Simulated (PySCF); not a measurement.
All values below come from PySCF with PBE-D3(BJ)/def2-TZVP // B3LYP-D3(BJ)/def2-TZVP. Gas-phase values, no solvent. One relaxed conformer stands for a flexible species; it need not be the lowest. 

Reference species (SMILES): `CC` (neutral, multiplicity 1).

```
Property        Result
-------------  -------
HOMO–LUMO gap  8.79 eV
```

Changed species: `NCC` (X = amino; the reference has X = H).

Task: What does the change do to the HOMO–LUMO gap?

Result: the HOMO–LUMO gap decreases by 3.20 eV, to 5.59 eV.
